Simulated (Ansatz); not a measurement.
**CCSD(T) against full CI for several species**

Each species is computed at the geometry given (Å), with frozen cores, in Ansatz 0.2.0: RHF-CCSD(T) for singlets, UHF-CCSD(T) otherwise, and full CI in the same basis. The program picks the determinant by trial CCSD, so it needn't be the lowest Hartree–Fock solution. States: HAl–AlH Ag, HNC Σ⁺ or Δ, BH3⁺ A'. Cases whose determinant has another symmetry than full CI's state, or whose (Q) step broke down, weren't drawn.

Problem. Judging by size, spin and bonding, rank them by the size of CCSD(T)'s error in total energy against full CI in the same basis, smallest first (an estimate).
A. HNC, singlet, 6-31G: N 0.000 0.000 0.019; C 0.000 0.000 -1.036; H 0.000 0.000 1.016
B. BH3⁺, doublet, cc-pVDZ: B 0.000 -0.020 0.098; H 0.000 0.976 -1.365; H 0.000 -0.020 1.272; H 0.000 -0.738 -0.957
C. HAl–AlH, singlet, 6-31G: Al 0.000 -0.154 1.308; Al 0.000 0.154 -1.308; H 0.000 1.144 2.283; H 0.000 -1.144 -2.283

Solution. B (14.7 meV), A (22.9 meV), C (36.1 meV).

| species | basis | correlated electrons | CCSD(T) − full CI (meV) | CCSDT(Q) − full CI (meV) | unpaired electrons (full CI) | T1 | ⟨S²⟩ of the determinant |
| --- | --- | --- | --- | --- | --- | --- | --- |
| BH3⁺, doublet | cc-pVDZ | 5 | 14.7 | 0.1 | 1.03 | 0.022 | 0.77 |
| HNC, singlet | 6-31G | 10 | 22.9 | 0.1 | 0.05 | 0.015 | 0.00 |
| HAl–AlH, singlet | 6-31G | 8 | 36.1 | 1.8 | 0.28 | 0.030 | 0.00 |

Unpaired electrons are Σ n²(2−n)² over natural occupations; an open shell counts its own unpaired electrons too. Frozen cores follow each run's orbitals, which moves totals by a few meV.
